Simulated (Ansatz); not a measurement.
Molecule: C3H3, net charge 0, doublet state. It need not be the lowest isomer of its formula. 
Coordinates optimised at B3LYP-D3(BJ)/def2-TZVP (Ansatz, a quantum-chemistry and plane-wave program):
SMILES: C#C[CH2]
```xyz
6

C     -0.0011     0.0113     0.1144
C     -0.0126     0.1308     1.3291
C      0.0118    -0.1223    -1.2430
H     -0.0226     0.2347     2.3859
H      0.9454    -0.1572    -1.7878
H     -0.9114    -0.1960    -1.8016
```
Charge 0, spin multiplicity 2.

Computed values are from Ansatz. Cores are frozen in the correlated levels unless marked. Open shells are spin-unrestricted. No spin-orbit coupling. No relativistic terms. Basis-set limits of correlation are two-point, X^-3; Hartree-Fock from the larger set. [CCSD(T)-MP2]/basis is that difference in the basis named.

| Property | Result |
|---|---|
| atomisation energy De | 602.6 kcal/mol at RI-MP2/CBS(cc-pVTZ,cc-pVQZ)+[CCSD(T)-MP2]/cc-pVTZ |
| total energy | -115.8342 Eh at RI-MP2/CBS(cc-pVTZ,cc-pVQZ)+[CCSD(T)-MP2]/cc-pVTZ |
| dipole moment | 0.09 D at CCSD(T)/aug-cc-pVDZ |
| T1 diagnostic | 0.035 at CCSD/cc-pVTZ |

The UHF reference is spin-contaminated (<S^2> 0.21 over the pure value in the largest basis).
